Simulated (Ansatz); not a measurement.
# LiPH2 (triplet): B2PLYP, RPA-PBE over a scan of the distance P1–H4, 6-31G

How well do these functionals follow the top wave-function level for LiPH2 (triplet) over a scan of the distance P1–H4?

The runs use Ansatz 0.2.0, Gaussian basis; 6-31G, all electrons in the functionals, frozen cores in the correlation of double hybrids and RPA.

To be run: B2PLYP, RPA-PBE, at 1.110 Å; 1.308 Å; 1.420 Å; 1.525 Å; 1.727 Å; 2.000 Å; 2.235 Å; 2.578 Å; 3.055 Å; 3.798 Å; 4.883 Å.

44 further runs of the same task are left out: 23 for a known fault of the program, 18 that didn't finish, 3 set aside as unsound or not needed.

### Step 1. The geometry

The geometry derives from a PBE0/def2-TZVP stationary point (not a proven minimum). One bond is set to the value named and the two fragments are kept rigid.

4 atoms, charge 0, spin multiplicity 3.

Atoms are counted from 1 here; the program's logs count them from 0.

Bond lengths: P1–H3 1.430 Å, P1–H4 1.420 Å. Angles: H3–P1–H4 93.2°.

No dispersion term is added.

The geometry shown and the zero of energy belong to the point 1.420 Å. The yardstick, FCI, and other wave-function levels (R restricted, U unrestricted, valence and pair active spaces) come from earlier runs.

### Step 2. B2PLYP, 1.110 Å

in.yaml reads:

```yaml
crystal:
  periodic: [false, false, false]
  atoms:
    - {symbol: P, position_ang: [0.000000, 0.019799, 0.491149]}
    - {symbol: Li, position_ang: [0.000000, -0.008630, -2.575255]}
    - {symbol: H, position_ang: [0.000000, 0.496780, 1.839075]}
    - {symbol: H, position_ang: [0.000000, -1.045770, 0.802055]}
basis:
  gaussian: {orbitals: 6-31G}
magnetization: {spin_polarized: true, initial_magnetization: 2}
hamiltonian: {xc: {name: B2PLYP}}
correlation: {electrons: outside_noble_gas}
```

Started as:

```sh
$ ansatz run in.yaml --threads 1 --pin off --events-out ev --progress --plain --max-ram 2393MiB
```

Further steps of the session: B2PLYP, 1.308 Å; B2PLYP, 1.420 Å; B2PLYP, 1.525 Å; B2PLYP, 1.727 Å; B2PLYP, 2.000 Å; B2PLYP, 2.235 Å; B2PLYP, 2.578 Å; B2PLYP, 3.055 Å; B2PLYP, 3.798 Å; B2PLYP, 4.883 Å; RPA-PBE, 1.110 Å; RPA-PBE, 1.308 Å; RPA-PBE, 1.420 Å; RPA-PBE, 1.525 Å; RPA-PBE, 1.727 Å; RPA-PBE, 2.000 Å; RPA-PBE, 2.235 Å; RPA-PBE, 2.578 Å; RPA-PBE, 3.055 Å; RPA-PBE, 3.798 Å; RPA-PBE, 4.883 Å.

Q: Predict the results of all the runs planned. Wanted: span of the FCI curve; largest miss, B2PLYP; largest miss, RPA-PBE.

The runs gave:

```
             quantity                value
span of the FCI curve             2.409 eV
 largest miss, B2PLYP  +0.427 eV (2.235 Å)
largest miss, RPA-PBE  +0.162 eV (3.055 Å)
```

In words: Of the functionals, RPA-PBE keep the smallest largest miss at the points compared (at most 0.162 eV) and B2PLYP strays most (0.427 eV, at 2.235 Å). B2PLYP, RPA-PBE clearly break the spin symmetry at some points (⟨S²⟩ up to 0.46 above the pure value), so energy there is bought with a mixed spin. Functionals and the yardstick converge differently with the basis, so part of each miss in 6-31G is the basis.
